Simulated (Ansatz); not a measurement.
**AlH4+ (triplet): wave-function methods side by side at distance Al1–H5 = 1.663 Å, cc-pVDZ**

Aim: climb from Hartree-Fock through coupled cluster and multireference methods for AlH4+ (triplet) at one geometry and basis, and see what each rung misses.

The runs use Ansatz 0.2.0, Gaussian basis; cc-pVDZ, core rule «outside noble gas», up to 5 orbitals frozen.

Plan: UHF; CCSD(T) on ROHF; CCSD(T) on UHF; BCCD(T) on ROHF; CISD; CCSDT(Q) on ROHF; CCSDT(Q) on UHF; CASSCF and MRCISD+Q, 4 electrons in 4 orbitals; CASSCF and NEVPT2, 4 electrons in 4 orbitals; CASSCF and MRCISD+Q, 6 electrons in 8 orbitals; CASSCF and NEVPT2, 6 electrons in 8 orbitals; Full CI.

21 further runs of the same task are left out: 12 for a known fault of the program, 8 that didn't finish, 1 set aside as unsound or not needed.

**1. The geometry**

The geometry derives from a PBE0/def2-TZVP stationary point (not a proven minimum). One bond is set to the value named and the two fragments are kept rigid.

5 atoms, charge 1, spin multiplicity 3.

Atoms are counted from 1 here; the program's logs count them from 0.

Bond lengths: Al1–H2 1.663 Å, Al1–H3 1.663 Å, Al1–H4 1.663 Å, Al1–H5 1.663 Å. Angles: H2–Al1–H3 135.7°, H2–Al1–H4 64.5°, H2–Al1–H5 135.7°, H3–Al1–H4 135.7°, H3–Al1–H5 64.5°, H4–Al1–H5 135.7°.

**2. UHF**

in.yaml

```yaml
crystal:
  periodic: [false, false, false]
  atoms:
    - {symbol: Al, position_ang: [0.000000, 0.000000, 0.000000]}
    - {symbol: H, position_ang: [0.621180, 1.410429, 0.625916]}
    - {symbol: H, position_ang: [-0.624953, -1.407416, 0.628935]}
    - {symbol: H, position_ang: [-0.629895, 1.403521, -0.632699]}
    - {symbol: H, position_ang: [0.633669, -1.406534, -0.622152]}
basis:
  gaussian: {orbitals: cc-pVDZ}
total_charge: 1
magnetization: {spin_polarized: true, initial_magnetization: 2}
hamiltonian: {xc: hf}
output: {orbitals: {seedname: orbitals}}
```

Started as:

```sh
$ ansatz run in.yaml --threads 1 --pin off --events-out ev --progress --plain --max-ram 2393MiB
```

The runs that follow: CCSD(T) on ROHF; CCSD(T) on UHF; BCCD(T) on ROHF; CISD; CCSDT(Q) on ROHF; CCSDT(Q) on UHF; CASSCF and MRCISD+Q, 4 electrons in 4 orbitals; CASSCF and NEVPT2, 4 electrons in 4 orbitals; CASSCF and MRCISD+Q, 6 electrons in 8 orbitals; CASSCF and NEVPT2, 6 electrons in 8 orbitals; Full CI.

Q: Predict the results of all the runs planned. Wanted: FCI below the RHF energy; RMP2 from FCI; UMP2 from FCI; RCCSD from FCI; RCCSD(T) from FCI; UCCSD(T) from FCI; RCCSDT(Q) from FCI; UCCSDT(Q) from FCI; NEVPT2 pair from FCI.

The runs gave:

| quantity | value |
| --- | --- |
| FCI below the RHF energy | -2.8982 eV |
| RMP2 from FCI | +748.9 meV |
| UMP2 from FCI | +781.8 meV |
| RCCSD from FCI | +71.0 meV |
| RCCSD(T) from FCI | +21.2 meV |
| UCCSD(T) from FCI | +20.8 meV |
| RCCSDT(Q) from FCI | +0.4 meV |
| UCCSDT(Q) from FCI | +0.2 meV |
| NEVPT2 pair from FCI | +675.8 meV |
| MRCISD+Q pair from FCI | -19.3 meV |
| NEVPT2 valence from FCI | +413.9 meV |
| levels within 1 kcal/mol (43 meV) | RCCSD(T), UCCSD(T), BCCD(T), RCCSDT, UCCSDT, RCCSDT(Q), UCCSDT(Q), MRCISD+Q pair, MRCISD+Q valence |
| T1 diagnostic | 0.027 |
| effectively unpaired electrons | 2.04 |

**Reading.** RCCSD(T) misses by +21.2 meV, 0.7 % of the correlation energy. MRCISD+Q pair falls below full CI: the +Q correction isn't variational, and the cores differ from full CI's. One determinant dominates. Of the multireference levels listed MRCISD+Q valence comes nearest in total energy (+11.2 meV), which doesn't show that its space is the better one. These misses are within one basis, not against nature; the frozen cores of restricted and unrestricted runs differ, which can shift their rows.
